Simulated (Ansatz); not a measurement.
A nudged elastic band was laid between two geometries of AlClH3N (6 atoms, charge 0, multiplicity 1).

The calculation used RKS BHLYP/def2-SVPD (Ansatz).

```yaml
movable_images: 5
climbing_image: yes
spring: 5.0 eV/Å²
optimiser: quadratic models (default)
start_path: through a guess of the saddle point
force_threshold: 0.05 eV/Å
iteration_limit: 60
end_points: relaxed
```

Initial state:

```xyz
6
Properties=species:S:1:pos:R:3
N -0.637 0.255 -0.720
Al 0.478 -0.064 0.605
Cl 1.419 -1.957 0.652
H -1.147 1.112 -0.844
H -0.853 -0.393 -1.457
H 0.782 0.982 1.718
```

Final state:

```xyz
6
Properties=species:S:1:pos:R:3
N -0.638 0.254 -0.718
Al 0.477 -0.064 0.607
Cl 1.409 -1.961 0.655
H -0.870 -0.402 -1.444
H -1.128 1.120 -0.857
H 0.791 0.989 1.711
```

Question: Which bonds break or form, and what moves?

Answer: No bond is made or broken. The dihedral H4–N1–Al2–Cl3 goes from 179 to 1°. The two ends are copies of one structure, up to a mirror image or an exchange of like atoms.

Question: Give the energies along the band, and the barrier.

Answer: The run converged. The highest image is number 3 of 0 to 6, 0.40 eV above the ends, which have the same energy within 2 meV. A vibrational analysis at the climbing image gives one clearly imaginary mode, 412i cm⁻¹: a first-order saddle point.

| image | path coordinate (Å) | energy (eV) | dihedral H4–N1–Al2–Cl3 (°) |
| --- | --- | --- | --- |
| 0 | 0.00 | 0.00 | 179 |
| 1 | 0.54 | 0.10 | -148 |
| 2 | 1.08 | 0.29 | -114 |
| 3 | 1.62 | 0.40 | -81 |
| 4 | 2.17 | 0.29 | -53 |
| 5 | 2.71 | 0.09 | -27 |
| 6 | 3.25 | 0.00 | 1 |

Question: What is the geometry of the highest image?

Answer: 
```xyz
6
Properties=species:S:1:pos:R:3:forces:R:3
N -0.690 0.303 -0.706 -0.01 0.00 -0.01
Al 0.432 -0.069 0.622 0.01 0.00 0.01
Cl 1.805 -1.678 0.470 0.00 0.00 0.00
H -0.449 0.833 -1.525 0.00 0.00 0.00
H -1.559 -0.176 -0.868 0.00 0.00 0.00
H 0.503 0.724 1.961 0.00 0.00 0.00
```

Question: What are the harmonic wavenumbers there?

Answer: 412i, 215, 336, 438, 505, 678, 710, 827, 1598, 2054, 3688, 3775 cm⁻¹.

Run time: 84 s on 2 threads of AMD EPYC 9R14 (Zen 4), with other jobs on the host, peak memory 0.2 GiB.
